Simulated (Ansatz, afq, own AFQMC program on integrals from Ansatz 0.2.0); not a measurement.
**HO+ (triplet): quantum Monte Carlo beside coupled cluster, cc-pVDZ**

How near does AFQMC come to the top of the ladder for HO+ (triplet)?

Program: Ansatz 0.2.0, Gaussian basis, and an in-house AFQMC program (afq) on its integrals; all values are calculated. Level of theory: cc-pVDZ, frozen cores. These are calculated values, not measurements.

To be run: Full CI; PBE (unrestricted); r2SCAN (unrestricted); PBE0 (unrestricted); B3LYP (unrestricted); wB97M-V (unrestricted); B2PLYP (unrestricted); CCSD(T) on UHF; CCSDT(Q) on UHF; CCSDTQ on UHF; Phaseless AFQMC, CISD trial on UHF.

1 further run of the same task is left out (it didn't finish).

## 1. The geometry

The geometry is a PBE0/def2-TZVP stationary point (not a proven minimum) of the parent state, kept for this charge and spin.

2 atoms, charge 1, spin multiplicity 3.

Atoms are counted from 1 here; the program's logs count them from 0.

Bond lengths: O1–H2 0.973 Å.

Coordinates:

```xyz
2
HO
O     0.0000    0.0000    0.0000
H     0.0000    0.0000    0.9731
```

## 2. Full CI

The input, in.yaml:

```yaml
crystal:
  periodic: [false, false, false]
  atoms:
    - {symbol: O, position_ang: [0.000000, 0.000000, 0.000000]}
    - {symbol: H, position_ang: [0.000000, 0.000000, 0.973108]}
basis:
  gaussian: {orbitals: cc-pVDZ}
total_charge: 1
magnetization: {spin_polarized: false, initial_magnetization: 2}
correlation: {method: fci, electrons: outside_noble_gas}
```

On the command line:

```sh
ansatz run in.yaml --threads 1 --pin off --events-out ev --progress --plain --max-ram 1382MiB
```

Log:

```text
Functional definition: HF
  name "HF"
  cite "Fock, Z. Phys. 61, 126 (1930) doi:10.1007/BF01340294"
  parent pbe
  exchange = exact_x
  correlation = 0
276 factors; integrals over basis functions are off by at most 1.7e-7 eV
mean field evaluation 1: about -2039.7057 eV, gradient 1.5e1 eV
mean field evaluation 2: about -2039.7056 eV, gradient 1.5e1 eV
mean field evaluation 4: about -2040.1564 eV, gradient 1.1e0 eV
mean field evaluation 8: about -2040.1594 eV, gradient 8.3e-5 eV
mean field -2040.15935974 eV, -74.9744736009 hartree, gradient 6.2e-7 eV, S^2 2.000000; 0 other end points of the search recorded, 0 dependent functions left out
mean field evaluation 16: about -2040.3664 eV, gradient 1.7e-1 eV
1 core orbitals not correlated: weight in the atoms' cores, before any rotation towards them, 1.000 or more for the frozen orbitals, at most 0.000 for the correlated occupied ones
reference -2040.15935974 eV, -74.9744736009 hartree; 4, 2 occupied and 14, 16 virtual orbitals, 276 factors
state -2043.78304595 eV, -75.1076416127 hartree
Total energy: -2043.78304595 eV, -75.1076416127 hartree
```

Run time: 1.4 s. Hardware: 1 thread of Arm Neoverse N1, shared host.

From the report: 166,400 determinants, symmetry A2.

## 3. PBE (unrestricted)

in.yaml: that of step 2 with these lines changed.

```diff
@@ -8,3 +8,4 @@
 total_charge: 1
-magnetization: {spin_polarized: false, initial_magnetization: 2}
-correlation: {method: fci, electrons: outside_noble_gas}
+magnetization: {spin_polarized: true, initial_magnetization: 2}
+hamiltonian: {xc: {name: PBE}}
+output: {orbitals: {seedname: orbitals}}
```

The command is unchanged.

Log:

```text
Functional definition: PBE
  name "PBE"
  cite "Perdew, Burke & Ernzerhof, Phys. Rev. Lett. 77, 3865 (1996) doi:10.1103/PhysRevLett.77.3865"
  parent pbe
  parameter kappa = 0.804
  parameter beta = 0.06672455060314922
  exchange = pbe_x(kappa = kappa, mu = beta*pi^2/3)
  correlation = pbe_c(beta = beta)
193 factors; their error is unknown
mean field evaluation 1: about -2042.1385 eV, gradient 3.0e1 eV
mean field evaluation 2: about -2041.9926 eV, gradient 3.1e1 eV
mean field evaluation 4: about -2045.5582 eV, gradient 1.7e-1 eV
mean field evaluation 8: about -2045.5446 eV, gradient 5.8e-4 eV
mean field -2045.54460117 eV, -75.1723775732 hartree, gradient 5.6e-5 eV, S^2 2.003507; 0 other end points of the search recorded, 0 dependent functions left out
reference -2045.54461136 eV, -75.1723779475 hartree; 5, 3 occupied and 14, 16 virtual orbitals, 193 factors
Total energy: -2045.54461136 eV, -75.1723779475 hartree
```

It took 0.36 s on 1 thread of Arm Neoverse N1, shared host.

From the report: ⟨S²⟩ of the determinant 2.004 (pure triplet: 2.00).

## 4. r2SCAN (unrestricted)

in.yaml: that of step 3 with these lines changed.

```diff
@@ -9,3 +9,2 @@
 magnetization: {spin_polarized: true, initial_magnetization: 2}
-hamiltonian: {xc: {name: PBE}}
-output: {orbitals: {seedname: orbitals}}
+hamiltonian: {xc: {name: r2SCAN}}
```

Same command.

Log:

```text
Functional definition: r2SCAN
  name "r2SCAN"
  cite "Furness, Kaplan, Ning, Perdew & Sun, J. Phys. Chem. Lett. 11, 8208 (2020) doi:10.1021/acs.jpclett.0c02405"
  cite "Furness, Kaplan, Ning, Perdew & Sun, J. Phys. Chem. Lett. 11, 9248 (2020) doi:10.1021/acs.jpclett.0c03077"
  parent r2scan
  parameter k0 = 0.174
  parameter k1 = 0.065
  parameter a1 = 4.9479
  exchange = r2scan_x(k0 = k0, k1 = k1, a1 = a1)
  correlation = r2scan_c
193 factors; their error is unknown
mean field evaluation 1: about -2044.3067 eV, gradient 2.6e1 eV
mean field evaluation 2: about -2045.0822 eV, gradient 2.2e1 eV
mean field evaluation 4: about -2046.9629 eV, gradient 1.2e-1 eV
mean field evaluation 8: about -2046.9509 eV, gradient 2.7e-3 eV
mean field -2046.95090162 eV, -75.2240581615 hartree, gradient 1.0e-5 eV, S^2 2.006126; 0 other end points of the search recorded, 0 dependent functions left out
reference -2046.95090390 eV, -75.2240582451 hartree; 5, 3 occupied and 14, 16 virtual orbitals, 193 factors
Total energy: -2046.95090390 eV, -75.2240582451 hartree
```

It took 1.1 s on 1 thread of Arm Neoverse N1, shared host.

From the report: ⟨S²⟩ of the determinant 2.006 (pure triplet: 2.00).

## 5. PBE0 (unrestricted)

in.yaml: that of step 4 with these lines changed.

```diff
@@ -9,2 +9,3 @@
 magnetization: {spin_polarized: true, initial_magnetization: 2}
-hamiltonian: {xc: {name: r2SCAN}}
+hamiltonian: {xc: {name: PBE0}}
+output: {orbitals: {seedname: orbitals}}
```

Launched as before.

Log:

```text
Functional definition: PBE0
  name "PBE0"
  cite "Adamo & Barone, J. Chem. Phys. 110, 6158 (1999) doi:10.1063/1.478522"
  cite "Perdew, Burke & Ernzerhof, Phys. Rev. Lett. 77, 3865 (1996) doi:10.1103/PhysRevLett.77.3865"
  parent pbe
  parameter a = 0.25
  parameter kappa = 0.804
  parameter beta = 0.06672455060314922
  exchange = (1 - a)*pbe_x(kappa = kappa, mu = beta*pi^2/3) + a*exact_x
  correlation = pbe_c(beta = beta)
175 factors; integrals over basis functions are off by at most 1.1e-3 eV
mean field evaluation 1: about -2043.6863 eV, gradient 2.4e1 eV
mean field evaluation 2: about -2044.7190 eV, gradient 1.8e1 eV
mean field evaluation 4: about -2045.8527 eV, gradient 6.0e-2 eV
mean field evaluation 8: about -2045.8506 eV, gradient 8.0e-4 eV
mean field -2045.85057430 eV, -75.1836218781 hartree, gradient 5.5e-5 eV, S^2 2.004502; 0 other end points of the search recorded, 0 dependent functions left out
reference -2045.85058189 eV, -75.1836221570 hartree; 5, 3 occupied and 14, 16 virtual orbitals, 175 factors
Total energy: -2045.85058189 eV, -75.1836221570 hartree
```

Wall time 0.36 s (1 thread of Arm Neoverse N1, shared host).

From the report: ⟨S²⟩ of the determinant 2.005 (pure triplet: 2.00).

## 6. B3LYP (unrestricted)

in.yaml: that of step 5 with these lines changed.

```diff
@@ -9,3 +9,2 @@
 magnetization: {spin_polarized: true, initial_magnetization: 2}
-hamiltonian: {xc: {name: PBE0}}
-output: {orbitals: {seedname: orbitals}}
+hamiltonian: {xc: {name: B3LYP}}
```

The command is unchanged.

Log, shortened:

```text
Functional definition: B3LYP
  name "B3LYP"
  cite "Stephens, Devlin, Chabalowski & Frisch, J. Phys. Chem. 98, 11623 (1994) doi:10.1021/j100096a001"
  cite "Becke, Phys. Rev. A 38, 3098 (1988) doi:10.1103/PhysRevA.38.3098"
  cite "Lee, Yang & Parr, Phys. Rev. B 37, 785 (1988) doi:10.1103/PhysRevB.37.785"
  cite "Vosko, Wilk & Nusair, Can. J. Phys. 58, 1200 (1980) doi:10.1139/p80-159"
[...]
175 factors; integrals over basis functions are off by at most 1.1e-3 eV
[...]
mean field -2047.82856488 eV, -75.2563116914 hartree, gradient 4.3e-5 eV, S^2 2.004088; 0 other end points of the search recorded, 0 dependent functions left out
reference -2047.82865080 eV, -75.2563148488 hartree; 5, 3 occupied and 14, 16 virtual orbitals, 175 factors
Total energy: -2047.82865080 eV, -75.2563148488 hartree
```

Wall time 0.42 s (1 thread of Arm Neoverse N1, shared host).

From the report: ⟨S²⟩ of the determinant 2.004 (pure triplet: 2.00).

## 7. wB97M-V (unrestricted)

in.yaml: that of step 6 with these lines changed.

```diff
@@ -9,2 +9,3 @@
 magnetization: {spin_polarized: true, initial_magnetization: 2}
-hamiltonian: {xc: {name: B3LYP}}
+hamiltonian: {xc: {name: wB97M-V}}
+output: {orbitals: {seedname: orbitals}}
```

Same command.

Log, shortened:

```text
Functional definition: wB97M-V
  name "wB97M-V"
  cite "Mardirossian & Head-Gordon, J. Chem. Phys. 144, 214110 (2016) doi:10.1063/1.4952647"
  cite "Becke, J. Chem. Phys. 107, 8554 (1997) doi:10.1063/1.475007"
  cite "Vydrov & Van Voorhis, J. Chem. Phys. 133, 244103 (2010) doi:10.1063/1.3521275"
  # Of w^i u^j: cxij and so on, Table III.
[...]
  gx(w, u) = 1 - cx + cx01*u + cx10*w
  gss(w, u) = css00 + css04*u^4 + css10*w + css20*w^2 + css43*w^4*u^3
  gos(w, u) = cos00 + cos10*w + (cos20 + cos21*u)*w^2 + (cos60 + cos61*u)*w^6
[...]
      + integral(e_c_pw_mod_opposite_spin*gos(b97_w_opposite, b97_u_opposite)) + vv10(b, c)
175 factors; integrals over basis functions are off by at most 1.1e-3 eV
45 factors; integrals over basis functions are off by at most 1.1e-4 eV
[...]
mean field -2047.31059086 eV, -75.2372764973 hartree, gradient 4.5e-5 eV, S^2 2.004824; 0 other end points of the search recorded, 0 dependent functions left out
reference -2047.31060081 eV, -75.2372768629 hartree; 5, 3 occupied and 14, 16 virtual orbitals, 175 factors
Total energy: -2047.31060081 eV, -75.2372768629 hartree
```

It took 1.2 s on 1 thread of Arm Neoverse N1, shared host.

From the report: ⟨S²⟩ of the determinant 2.005 (pure triplet: 2.00).

## 8. B2PLYP (unrestricted)

in.yaml: that of step 7 with these lines changed.

```diff
@@ -9,3 +9,3 @@
 magnetization: {spin_polarized: true, initial_magnetization: 2}
-hamiltonian: {xc: {name: wB97M-V}}
-output: {orbitals: {seedname: orbitals}}
+hamiltonian: {xc: {name: B2PLYP}}
+correlation: {electrons: outside_noble_gas}
```

Launched as before.

Log, shortened:

```text
Functional definition: B2PLYP
  name "B2PLYP"
  cite "Grimme, J. Chem. Phys. 124, 034108 (2006) doi:10.1063/1.2148954"
  cite "Becke, Phys. Rev. A 38, 3098 (1988) doi:10.1103/PhysRevA.38.3098"
  cite "Lee, Yang & Parr, Phys. Rev. B 37, 785 (1988) doi:10.1103/PhysRevB.37.785"
[...]
175 factors; integrals over basis functions are off by at most 1.1e-3 eV
[...]
mean field -2045.47825027 eV, -75.1699392226 hartree, gradient 9.7e-6 eV, S^2 2.006177; 0 other end points of the search recorded, 0 dependent functions left out
1 core orbitals not correlated: weight in the atoms' cores, before any rotation towards them, 1.000 or more for the frozen orbitals, at most 0.000 for the correlated occupied ones
reference -2045.47830534 eV, -75.1699412464 hartree; 4, 2 occupied and 14, 16 virtual orbitals, 175 factors
second order -3.41088895 eV of doubles, -0.00000000 eV of singles
Total energy: -2046.39924536 eV, -75.2037851678 hartree
```

It took 0.42 s on 1 thread of Arm Neoverse N1, shared host.

From the report: ⟨S²⟩ of the determinant 2.006 (pure triplet: 2.00).

## 9. CCSD(T) on UHF

in.yaml: that of step 8 with these lines changed.

```diff
@@ -9,3 +9,2 @@
 magnetization: {spin_polarized: true, initial_magnetization: 2}
-hamiltonian: {xc: {name: B2PLYP}}
-correlation: {electrons: outside_noble_gas}
+correlation: {method: ccsd_t, electrons: outside_noble_gas, hamiltonian_folder: ham}
```

The command is unchanged.

Log, shortened:

```text
Functional definition: HF
  name "HF"
  cite "Fock, Z. Phys. 61, 126 (1930) doi:10.1007/BF01340294"
  parent pbe
[...]
175 factors; integrals over basis functions are off by at most 1.1e-3 eV
[...]
mean field -2040.36656619 eV, -74.9820882973 hartree, gradient 4.4e-7 eV, S^2 2.011170; 0 other end points of the search recorded, 0 dependent functions left out
1 core orbitals not correlated: weight in the atoms' cores, before any rotation towards them, 1.000 or more for the frozen orbitals, at most 0.000 for the correlated occupied ones
reference -2040.36656619 eV, -74.9820882973 hartree; 4, 2 occupied and 14, 16 virtual orbitals, 175 factors
second order -2.88647360 eV of doubles, -0.00000000 eV of singles
cycle   1  -3.25774684 eV  change   -3.7e-1 eV  update   3.0e-2
[...]
cycle   9  -3.37796245 eV  change    2.6e-6 eV  update   2.8e-6
perturbative correction -0.03373861 eV, -0.0012398712 hartree
Total energy: -2043.77826725 eV, -75.1074659986 hartree
```

Run time: 0.36 s. Hardware: 1 thread of Arm Neoverse N1, shared host.

From the report: ⟨S²⟩ of the determinant 2.011 (pure triplet: 2.00); correlation -3.4117 eV; T1 0.007; largest double amplitude 0.04.

This run also writes the integrals to the folder ham.

## 10. CCSDT(Q) on UHF

in.yaml: that of step 9 with these lines changed.

```diff
@@ -9,2 +9,2 @@
 magnetization: {spin_polarized: true, initial_magnetization: 2}
-correlation: {method: ccsd_t, electrons: outside_noble_gas, hamiltonian_folder: ham}
+correlation: {method: ccsdt_q, electrons: outside_noble_gas}
```

Launched as before.

Log, shortened:

```text
Functional definition: HF
  name "HF"
  cite "Fock, Z. Phys. 61, 126 (1930) doi:10.1007/BF01340294"
  parent pbe
[...]
276 factors; integrals over basis functions are off by at most 1.7e-7 eV
[...]
mean field -2040.36656610 eV, -74.9820882941 hartree, gradient 4.4e-7 eV, S^2 2.011170; 0 other end points of the search recorded, 0 dependent functions left out
1 core orbitals not correlated: weight in the atoms' cores, before any rotation towards them, 1.000 or more for the frozen orbitals, at most 0.000 for the correlated occupied ones
reference -2040.36656610 eV, -74.9820882941 hartree; 4, 2 occupied and 14, 16 virtual orbitals, 276 factors
second order -2.88648438 eV of doubles, -0.00000000 eV of singles
cycle   1  -3.25775027 eV  change   -3.7e-1 eV  update   3.2e-2
[...]
cycle  13  -3.41701281 eV  change    5.3e-7 eV  update   1.4e-7
perturbative correction -0.00174990 eV, -0.0000643075 hartree
Total energy: -2043.78532881 eV, -75.1077255063 hartree
```

Wall time 2.1 s (1 thread of Arm Neoverse N1, shared host).

From the report: ⟨S²⟩ of the determinant 2.011 (pure triplet: 2.00); correlation -3.4188 eV; T1 0.007; largest double amplitude 0.04.

## 11. CCSDTQ on UHF

in.yaml: that of step 10 with these lines changed.

```diff
@@ -9,2 +9,2 @@
 magnetization: {spin_polarized: true, initial_magnetization: 2}
-correlation: {method: ccsdt_q, electrons: outside_noble_gas}
+correlation: {method: ccsdtq, electrons: outside_noble_gas}
```

Launched as before.

Log, shortened:

```text
Functional definition: HF
  name "HF"
  cite "Fock, Z. Phys. 61, 126 (1930) doi:10.1007/BF01340294"
  parent pbe
[...]
276 factors; integrals over basis functions are off by at most 1.7e-7 eV
[...]
mean field -2040.36656610 eV, -74.9820882941 hartree, gradient 4.4e-7 eV, S^2 2.011170; 0 other end points of the search recorded, 0 dependent functions left out
1 core orbitals not correlated: weight in the atoms' cores, before any rotation towards them, 1.000 or more for the frozen orbitals, at most 0.000 for the correlated occupied ones
reference -2040.36656610 eV, -74.9820882941 hartree; 4, 2 occupied and 14, 16 virtual orbitals, 276 factors
second order -2.88648438 eV of doubles, -0.00000000 eV of singles
cycle   1  -3.25775027 eV  change   -3.7e-1 eV  update   3.2e-2
[...]
cycle  12  -3.41902995 eV  change    3.8e-8 eV  update   4.9e-7
Total energy: -2043.78559605 eV, -75.1077353271 hartree
```

It took 12 s on 1 thread of Arm Neoverse N1, shared host.

From the report: ⟨S²⟩ of the determinant 2.011 (pure triplet: 2.00); correlation -3.4190 eV; T1 0.007; largest double amplitude 0.04.

## 12. Phaseless AFQMC, CISD trial on UHF

It reads the integrals that the CCSD(T) run on this determinant wrote.

On the command line:

```sh
afq ham --method phaseless --trial cisd --walkers 180 --populations 1 --least-time 40 --time-step 0.005 --steps-per-block 50 --equilibration-blocks 28 --max-blocks 300 --target-error 0.00029 --factor-cut 1e-05 --start spin_pure --seed 7495 --release-times 0.24,0.5,1,1.5 --release-step 0.02 --release-every 4 --taylor-order 6
```

Log:

```text
orbitals 18  electrons 4 2  factors 114 of 175
reference energy -74.98208830 Eh
CCSD correlation -0.12413783 Eh in 9 cycles, weight of the determinant in the CISD state 0.9666
energy of the start -75.106144 Eh
 block  time / (1/Eh)  mean weight  energy / Eh
     1     0.250  1.0002  -75.106264
     2     0.500  1.0015  -75.106666
     3     0.750  0.9990  -75.108019
     4     1.000  1.0007  -75.107790
     5     1.250  1.0001  -75.108062
     6     1.500  0.9999  -75.108007
     7     1.750  0.9997  -75.107118
     8     2.000  0.9998  -75.107715
     9     2.250  0.9994  -75.108623
    10     2.500  1.0011  -75.109108
    13     3.250  1.0011  -75.108155
    17     4.250  0.9992  -75.107827
    21     5.250  1.0000  -75.107944
    25     6.250  1.0004  -75.107936
    29     7.250  1.0003  -75.107296
    33     8.250  1.0002  -75.107564
    37     9.250  0.9994  -75.107469
    41    10.250  0.9998  -75.107561
    45    11.250  1.0013  -75.107062
    49    12.250  1.0003  -75.107474
    53    13.250  1.0006  -75.107680
    57    14.250  0.9994  -75.107582
    61    15.250  1.0006  -75.107338
    65    16.250  1.0002  -75.107626
    69    17.250  1.0008  -75.107264
    73    18.250  0.9995  -75.108310
    77    19.250  0.9996  -75.107907
    81    20.250  1.0007  -75.107147
    85    21.250  0.9999  -75.108346
    89    22.250  1.0011  -75.107148
    93    23.250  0.9991  -75.107929
    97    24.250  0.9998  -75.107656
   101    25.250  1.0027  -75.106782
   105    26.250  1.0007  -75.107734
   109    27.250  0.9996  -75.107899
   113    28.250  1.0019  -75.107575
   117    29.250  1.0005  -75.107420
   121    30.250  0.9990  -75.107809
   125    31.250  1.0008  -75.107346
   129    32.250  0.9997  -75.107191
   133    33.250  1.0007  -75.108370
   137    34.250  1.0000  -75.108574
   141    35.250  0.9984  -75.107119
   145    36.250  0.9998  -75.108763
   149    37.250  1.0006  -75.107598
   153    38.250  0.9998  -75.107568
   157    39.250  1.0014  -75.107730
   161    40.250  0.9995  -75.107849
   165    41.250  1.0001  -75.107584
   169    42.250  0.9987  -75.108330
   173    43.250  1.0018  -75.107826
   177    44.250  1.0014  -75.107032
   181    45.250  1.0001  -75.108144
   185    46.250  1.0011  -75.107970
blocks merged  error / Eh  count
     1  0.000046  160
     2  0.000052  80
     4  0.000053  40
     8  0.000051  20
    16  0.000043  10
released: time / (1/Eh)  energy / Eh  error  mean overlap
  0.24  -75.107750  0.000079  1.0003
  0.50  -75.107782  0.000062  0.9949
  1.00  -75.107858  0.000051  0.9803
  1.50  -75.107802  0.000058  0.9849
energy -75.107703 +/- 0.000053 Eh
```

Wall time 3.3 min (1 thread of Arm Neoverse N1, shared host).

Energy -2043.7847 ± 0.0015 eV. Caveats: constraint bias not in the error.

## 13. All levels side by side

The full CI on restricted orbitals is not used as the yardstick for these unrestricted rows.

On the UHF determinant, counted from CCSDTQ (a yardstick, not exact):

| level | energy (eV) | from CCSDTQ (kJ/mol) | statistical error (kJ/mol) | time |
| --- | --- | --- | --- | --- |
| HF | -2040.3666 | +329.9 |  |  |
| MP2 | -2043.2530 | +51.4 |  |  |
| CCSD | -2043.7445 | +4.0 |  |  |
| CCSD(T) | -2043.7783 | +0.7 |  |  |
| CCSDT(Q) | -2043.7853 | 0.0 |  |  |
| CCSDTQ | -2043.7856 | 0.0 |  |  |
| Phaseless AFQMC, CISD trial, step 0.005, 180 walkers | -2043.7847 | +0.1 | 0.1 | 3.3 min |

The functionals' totals stand on their own zeros and serve differences with other points: PBE -2045.545 eV; r2SCAN -2046.951 eV; PBE0 -2045.851 eV; B3LYP -2047.829 eV; wB97M-V -2047.311 eV; B2PLYP -2046.399 eV.

## 14. Outcome

| quantity | value |
| --- | --- |
| CCSD(T) on UHF from CCSDTQ | +0.7 kJ/mol |
| Phaseless AFQMC, CISD trial on UHF from CCSDTQ | +0.1 ± 0.1 kJ/mol |

**Reading.** On UHF the phaseless walk with the CISD trial lies +0.1 kJ/mol from CCSDTQ, within three error bars. Error bars are statistical and leave out the constraint, the time step and what remains of the start.
